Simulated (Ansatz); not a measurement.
# AlH3 (SMILES [AlH3]): functionals against CCSD(T) at one geometry

One table from this session's results is given with a row withheld; the runs are named, their logs left out.

Method: single points in def2-TZVPP; program: Ansatz 0.2.0, Gaussian basis.

Correlated methods freeze the cores.

## The system as given

SMILES `[AlH3]`, 4 atoms, charge 0, spin multiplicity 1.

Atoms are counted from 1 here; the program's logs count them from 0.

Bond lengths: Al1–H2 1.564 Å, Al1–H3 1.520 Å, Al1–H4 1.453 Å. Angles: H2–Al1–H3 123.0°, H2–Al1–H4 120.8°, H3–Al1–H4 116.3°.

Geometry (Å):

```xyz
4

Al    0.0317   -0.0194   -0.0245
H     0.6656    0.6498    1.2395
H    -1.2543   -0.8284    0.0249
H     0.6834    0.0734   -1.3202
```

The first run:

Contents of run/in.yaml:

```yaml
crystal:
  periodic: [false, false, false]
  atoms:
    - {symbol: Al, position_ang: [0.031700, -0.019400, -0.024500]}
    - {symbol: H, position_ang: [0.665600, 0.649800, 1.239500]}
    - {symbol: H, position_ang: [-1.254300, -0.828400, 0.024900]}
    - {symbol: H, position_ang: [0.683400, 0.073400, -1.320200]}
basis:
  gaussian: {orbitals: def2-TZVPP}
correlation: {method: ccsd_t}
output: {forces: true}
```

No record of the launch command was kept for these runs.

Among the steps run: CCSD(T)/def2-TZVPP; PBE0-D4/def2-TZVPP; wB97M-V/def2-TZVPP; r2SCAN-D4/def2-TZVPP; PBE-D4/def2-TZVPP; SPW92/def2-TZVPP; BHLYP-D4/def2-TZVPP.

One of the session's tables, all rows but one given; the rest of the session is left out.

| method | RMS force component (eV/Å) | angle to CCSD(T) forces (°) |
| --- | --- | --- |
| CCSD(T) | 0.859 | reference |
| PBE0-D4 | 0.873 | 1.3 |
| wB97M-V | 0.814 | 2.5 |
| r2SCAN-D4 | 0.862 | 0.7 |
| PBE-D4 | ? | ? |
| SPW92 | 0.893 | 3.3 |
| BHLYP-D4 | 0.802 | 3.9 |

Q: Estimate the row for PBE-D4 from the others.

The run gave: RMS force component (eV/Å): 0.907; angle to CCSD(T) forces (°): 3.8. In the column «RMS force component (eV/Å)» it is the highest.
